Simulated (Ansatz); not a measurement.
Calculated with Ansatz (gas phase, PBE0-D4/def2-TZVP geometries, no zero-point term in ΔE). CBS: MP2 limit from def2 TZ/QZ plus the TZ coupled-cluster correction, frozen cores. This one scheme is used for every species. Functionals use def2-TZVPP. B3LYP here is the variant with VWN-RPA as its local correlation; programs differ in this. One conformer a species, not always the lowest.

`CCC(C)CC(C)C` + H₂O → `CC(C)CO` + `CCCC`  (formal hydrolysis of a C–C bond)

```json
{"level": "PBE-D4", "ΔE (kJ/mol)": "37.1", "difference from CCSD(T)/CBS": "-13.5"}
{"level": "r2SCAN-D4", "ΔE (kJ/mol)": "36.9", "difference from CCSD(T)/CBS": "-13.7"}
{"level": "B3LYP-D4", "ΔE (kJ/mol)": "35.5", "difference from CCSD(T)/CBS": "-15.1"}
{"level": "ωB97M-V", "ΔE (kJ/mol)": "41.5", "difference from CCSD(T)/CBS": "-9.1"}
{"level": "PBE0", "ΔE (kJ/mol)": "29.3", "difference from CCSD(T)/CBS": "-21.3"}
{"level": "HF/def2-TZVPP", "ΔE (kJ/mol)": "12.8", "difference from CCSD(T)/CBS": "-37.8"}
{"level": "SCS-MP2/def2-TZVPP", "ΔE (kJ/mol)": "45.2", "difference from CCSD(T)/CBS": "-5.4"}
{"level": "CCSD(T)/def2-TZVPP", "ΔE (kJ/mol)": "46.6", "difference from CCSD(T)/CBS": "-4.0"}
{"level": "HF/CBS(def2)", "ΔE (kJ/mol)": "13.4", "difference from CCSD(T)/CBS": "-37.2"}
{"level": "MP2/CBS(def2)", "ΔE (kJ/mol)": "59.8", "difference from CCSD(T)/CBS": "9.2"}
{"level": "CCSD(T)/CBS", "ΔE (kJ/mol)": "50.6", "difference from CCSD(T)/CBS": "0"}
```

Largest T1 diagnostic among the species: 0.009.

In def2-TZVPP, CCSD(T) changes the Hartree–Fock value by +33.9 kJ/mol (the triples alone add +4.0 kJ/mol) and MP2 by +43.1 kJ/mol. The D4 term adds +17.8 kJ/mol with B3LYP and +10.8 kJ/mol with PBE0; it sums over pairs of atoms, weighted by their polarisabilities, and B3LYP, whose exchange is more repulsive, gets the larger term.
